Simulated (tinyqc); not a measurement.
RKS/LDA (PW92) in the sto-6g basis, for H2O, spin multiplicity 1, step by step (part 2 of 2). Computed by tinyqc, a small Python program that keeps every step (integrals from PySCF). Command: `OMP_NUM_THREADS=1 python tinyqc.py 30057 30058 out.jsonl` (the two numbers bound the seeds that draw the settings). One thread of a shared host (Intel(R) Xeon(R) Processor @ 2.60GHz), about 0.7 s of CPU time with the checks.

Geometry (angstrom):
```
atom         x          y         z
O     0.000000   0.000000  0.000000
H     0.000000   0.770000  0.509000
H     0.000000  -0.770000  0.509000
```

## Iteration 2: diagonalisation and new density

extrapolated F (hartree), lower triangle:
```
             1O 1s      1O 2s     1O 2px     1O 2py     1O 2pz      2H 1s      3H 1s
1O 1s   -18.620050
1O 2s    -4.589372  -1.889680
1O 2px    0.000000   0.000000  -0.116040
1O 2py    0.000000   0.000000   0.000000  -0.288968
1O 2pz   -0.025764  -0.179404   0.000000   0.000000  -0.196698
2H 1s    -1.188892  -0.811262   0.000000  -0.269264  -0.230309  -0.456508
3H 1s    -1.188892  -0.811262   0.000000   0.269264  -0.230309  -0.313979  -0.456508
```

X:
```
                1          2          3         4          5          6         7
1O 1s   -0.286256   0.000000   0.770584  0.000000  -0.607061   0.000000  0.151529
1O 2s    1.245756   0.000000  -0.272275  0.000000  -0.268419   0.000000  0.428591
1O 2px   0.000000   0.000000   0.000000  1.000000   0.000000   0.000000  0.000000
1O 2py   0.000000   0.987258   0.000000  0.000000   0.000000   0.674201  0.000000
1O 2pz   0.512632   0.000000   0.636012  0.000000   0.676785   0.000000  0.174835
2H 1s   -0.780616  -0.897696  -0.149711  0.000000   0.119350   0.370733  0.371610
3H 1s   -0.780616   0.897696  -0.149711  0.000000   0.119350  -0.370733  0.371610
```

Diagonalise F' = X^T F X, C = X C', fill 5 alpha and 5 beta electrons from the bottom; D = 2 C_occ C_occ^T. Each column has its largest component positive (the first on a tie).

F' = X^T F X (hartree), lower triangle:
```
           1         2          3          4          5          6          7
1   0.064183
2   0.000000  0.443181
3   1.168330  0.000000  -8.844025
4   0.000000  0.000000   0.000000  -0.116040
5  -0.935573  0.000000   8.330396   0.000000  -8.145296
6   0.000000  0.031355   0.000000   0.000000   0.000000  -0.439737
7   0.146667  0.000000  -3.717978   0.000000   3.622574   0.000000  -2.462291
```

orbital energies (hartree): MO1 -18.625929, MO2 -0.887190, MO3 -0.440850, MO4 -0.178809, MO5 -0.116040, MO6 0.304499, MO7 0.444293

coefficients C:
```
              MO1        MO2        MO3        MO4       MO5        MO6        MO7
1O 1s    0.995182  -0.219132   0.000000   0.108587  0.000000  -0.130498   0.000000
1O 2s    0.023493   0.801775   0.000000  -0.557231  0.000000   0.963266   0.000000
1O 2px   0.000000   0.000000   0.000000   0.000000  1.000000   0.000000   0.000000
1O 2py   0.000000   0.000000   0.638783   0.000000  0.000000   0.000000   1.010535
1O 2pz   0.004369   0.215274   0.000000   0.816529  0.000000   0.665452   0.000000
2H 1s   -0.006459   0.160718   0.402320   0.216773  0.000000  -0.843357  -0.883991
3H 1s   -0.006459   0.160718  -0.402320   0.216773  0.000000  -0.843357   0.883991
```

D after iteration 2, lower triangle:
```
            1O 1s      1O 2s    1O 2px     1O 2py    1O 2pz      2H 1s     3H 1s
1O 1s    2.100392
1O 2s   -0.425644   1.907802
1O 2px   0.000000   0.000000  2.000000
1O 2py   0.000000   0.000000  0.000000   0.816088
1O 2pz   0.091679  -0.564582  0.000000   0.000000  1.426164
2H 1s   -0.036215   0.015830  0.000000   0.513990  0.423143   0.469447
3H 1s   -0.036215   0.015830  0.000000  -0.513990  0.423143  -0.177998  0.469447
```

## Iteration 7 (converged): orbitals

converged F (hartree), lower triangle:
```
             1O 1s      1O 2s     1O 2px     1O 2py     1O 2pz      2H 1s      3H 1s
1O 1s   -18.508425
1O 2s    -4.567439  -1.838007
1O 2px    0.000000   0.000000  -0.061989
1O 2py    0.000000   0.000000   0.000000  -0.241128
1O 2pz   -0.025062  -0.180431   0.000000   0.000000  -0.143558
2H 1s    -1.183115  -0.794704   0.000000  -0.261885  -0.225465  -0.450479
3H 1s    -1.183115  -0.794704   0.000000   0.261885  -0.225465  -0.309071  -0.450479
```

As before.

F' = X^T F X (hartree), lower triangle:
```
           1         2          3          4          5          6          7
1   0.096658
2   0.000000  0.465459
3   1.157160  0.000000  -8.761896
4   0.000000  0.000000   0.000000  -0.061989
5  -0.920618  0.000000   8.306107   0.000000  -8.071072
6   0.000000  0.058922   0.000000   0.000000   0.000000  -0.410307
7   0.171030  0.000000  -3.700405   0.000000   3.605401   0.000000  -2.429750
```

orbital energies (hartree): MO1 -18.514475, MO2 -0.845891, MO3 -0.414253, MO4 -0.130999, MO5 -0.061989, MO6 0.325306, MO7 0.469406

coefficients C:
```
              MO1        MO2        MO3        MO4       MO5        MO6        MO7
1O 1s    0.995100  -0.215426   0.000000   0.115388  0.000000  -0.131450   0.000000
1O 2s    0.023874   0.775683   0.000000  -0.596956  0.000000   0.960817   0.000000
1O 2px   0.000000   0.000000   0.000000   0.000000  1.000000   0.000000   0.000000
1O 2py   0.000000   0.000000   0.606717   0.000000  0.000000   0.000000   1.030107
1O 2pz   0.004378   0.210523   0.000000   0.792326  0.000000   0.695549   0.000000
2H 1s   -0.006557   0.180351   0.429896   0.241687  0.000000  -0.832545  -0.870914
3H 1s   -0.006557   0.180351  -0.429896   0.241687  0.000000  -0.832545   0.870914
```

D after iteration 7, lower triangle:
```
            1O 1s      1O 2s    1O 2px     1O 2py    1O 2pz      2H 1s     3H 1s
1O 1s    2.099894
1O 2s   -0.424454   1.917223
1O 2px   0.000000   0.000000  2.000000
1O 2py   0.000000   0.000000  0.000000   0.736211
1O 2pz   0.100858  -0.619161  0.000000   0.000000  1.344238
2H 1s   -0.034978  -0.009076  0.000000   0.521650  0.458868   0.551585
3H 1s   -0.034978  -0.009076  0.000000  -0.521650  0.458868  -0.187657  0.551585
```

## Convergence

Stop when the energy changes by less than 1e-10 hartree and every element of the error matrix X^T (F D S - S D F) X is below 3e-06.

Course of the cycle:
```
iteration   E (hartree)     change  largest element of the error matrix
1          -75.23489629          -                             5.76e-01
2          -75.38689363  -1.52e-01                             3.04e-01
3          -75.43592664  -4.90e-02                             1.06e-01
4          -75.44286469  -6.94e-03                             2.52e-03
5          -75.44286801  -3.33e-06                             6.52e-05
6          -75.44286802  -2.74e-09                             4.62e-06
7          -75.44286802  -1.84e-11                             3.78e-09
```

PySCF RKS in the same basis, fine grid = -75.42929676 hartree

Converged in 7 iterations. The coarse grid moves the energy by -1.36e-02 hartree.

## Populations, bond orders and dipole

overlap S, lower triangle:
```
           1O 1s     1O 2s    1O 2px     1O 2py    1O 2pz     2H 1s     3H 1s
1O 1s   1.000000
1O 2s   0.231145  1.000000
1O 2px  0.000000  0.000000  1.000000
1O 2py  0.000000  0.000000  0.000000   1.000000
1O 2pz  0.000000  0.000000  0.000000   0.000000  1.000000
2H 1s   0.059939  0.499423  0.000000   0.337278  0.222954  1.000000
3H 1s   0.059939  0.499423  0.000000  -0.337278  0.222954  0.242434  1.000000
```

Mulliken: Z minus the diagonal of D S on the atom; Loewdin: the same with S^(1/2) D S^(1/2); Mayer order: 2 sum_s sum (D(s) S)_ij (D(s) S)_ji over the two atoms.

Charges (e):
```
atom   Mulliken    Loewdin
1O    -0.444582  -0.306772
2H     0.222291   0.153386
3H     0.222291   0.153386
```

Mayer bond orders:
```
pair     order
2-1   0.932578
3-1   0.932578
3-2   0.018009
```

dipole moment about the origin, x y z (debye): 0.000000  0.000000  1.740393
